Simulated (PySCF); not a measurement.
# c-crotononitrile: calculation against experiment

**What was measured.**

From NIST CCCBDB Release 22 (SRD 101), experimental dipoles, for the gas: dipole moment (microwave Stark effect) 4.08 D.

The results are set against them at the end.

Species: c-crotononitrile, C4H5N.
Numbering: `[CH3:1]/[CH:2]=[CH:3]\[C:4]#[N:5]` (hydrogens: H6, H7, H8 on C1; H9 on C2; H10 on C3)

Cartesian coordinates in Å at the GFN2-xTB level; atoms count from 1:
```xyz
10
C4H5N angstrom
C     -1.2017   -0.4026    0.2642
C     -0.1871    0.6760    0.3879
C      1.0493    0.6188   -0.1089
C      1.5448   -0.4915   -0.8200
N      1.9644   -1.3865   -1.4026
H     -1.5153   -0.7313    1.2552
H     -0.8082   -1.2532   -0.2869
H     -2.0879   -0.0235   -0.2455
H     -0.4991    1.5632    0.9240
H      1.7496    1.4352    0.0100
```

Runs made with PySCF (gas phase, on this GFN2-xTB geometry; no spin–orbit coupling):

```tsv
level	job	basis functions	wall time
B3LYP/def2-SVPD	8 singlets by full TDDFT, 3 Tamm–Dancoff triplets, polarisability	140	10 s
```

Hardware: an x86-64 server with one thread, no GPU, on a shared host.

Results beside the measurements:

**Dipole moment.** Measured: 4.08 D (NIST CCCBDB Release 22 (SRD 101), experimental dipoles).

| level | computed (D) | computed − measured (D) | % (from the printed values) |
| --- | --- | --- | --- |
| B3LYP/def2-SVPD | 4.27 | +0.19 | +5 |

The computed dipoles belong to one fixed geometry; measured ones are averaged over vibrations unless marked μe. Magnitudes are compared, not signs.

No measured geometry was used, and the causes of the misses weren't examined.
